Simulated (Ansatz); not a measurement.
Input for Ansatz (development build ahead of 0.2.0):

```yaml
crystal:
  periodic: [false, false, false]
  atoms:
    - { symbol: C, position_ang: [-0.0063, -0.04792, -0.67624] }
    - { symbol: "N", position_ang: [0.02747, -0.12593, 0.68353] }
    - { symbol: H, position_ang: [0.03017, 0.91562, 1.10401] }
    - { symbol: H, position_ang: [0.00198, -1.02525, -1.21727] }
    - { symbol: H, position_ang: [-0.07185, 0.85099, -1.2373] }
basis:
  gaussian: { orbitals: def2-SVP }
hamiltonian:
  xc: hf
correlation:
  method: mp2
  frozen_orbitals: { C: 1, H: 0, "N": 1 }
```

The input is written out in the form of the current development build from the run's settings.

Results

```json
{
 "Converged": "yes",
 "Reference energy": "-93.93328 hartree",
 "Correlation energy": "-0.31314 hartree",
 "Total energy": "-94.24642 hartree",
 "Spin squared of the determinant": "0.000"
}
```
